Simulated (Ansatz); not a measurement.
Z-matrix (Å, degrees):
```
C
N 1 1.1601
```
Charge 0, spin multiplicity 2.

All values below come from frozen-core CCSD(T)/cc-pVTZ // PBE0-D3(BJ)/def2-TZVP (Ansatz, a program for electronic structure).

```yaml
HF energy: -92.23528 Ha
MP2 correlation energy: -0.27687 Ha
```

Estimate the CCSD correlation energy, the (T) correction, the total energy and the T1 diagnostic.


- CCSD correlation energy: -0.31186 Ha
- (T) correction: -0.01816 Ha
- CCSD(T) total energy: -92.56530 Ha
- T1 diagnostic: 0.086
